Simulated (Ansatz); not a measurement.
A calculation with Ansatz (development build ahead of 0.2.0).

```yaml
crystal:
  periodic: [false, false, false]
  atoms:
    - { symbol: C, position_ang: [0.00307, -0.00885, -1.23546] }
    - { symbol: C, position_ang: [-0.00343, 0.00057, 0.2051] }
    - { symbol: C, position_ang: [0.00734, 0.00668, 1.42404] }
    - { symbol: H, position_ang: [-0.00639, -1.02582, -1.64217] }
    - { symbol: H, position_ang: [-0.88697, 0.51989, -1.62732] }
    - { symbol: H, position_ang: [0.88278, 0.51544, -1.62784] }
    - { symbol: H, position_ang: [-0.00606, 0.00765, 2.49712] }
basis:
  gaussian: { orbitals: cc-pVDZ }
hamiltonian:
  xc: hf
```

The input is written out in the form of the current development build from the run's settings.

The run gave:

| Quantity | Value |
| --- | --- |
| Converged | yes |
| Total energy | -115.87226 hartree |
| Spin squared of the determinant | 0.000 |
